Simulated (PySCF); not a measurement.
Homolysis of single bonds, series silaethenyl-X. Isolated molecules, 0 K electronic values unless said otherwise. One relaxed conformer stands for each flexible species; it need not be the lowest. Strings in code marks are SMILES.

A: radical fragment (`N#[C]`)
B: whole molecule (`C=[SiH][SiH3]`)
C: whole molecule (`C=[SiH]F`)

Question: Order them by dipole moment (lowest first) at the level PySCF 2.14.0 with PBE0-D3(BJ)/def2-TZVP.

Answer: B (0.71 D), C (1.07 D), A (1.49 D)
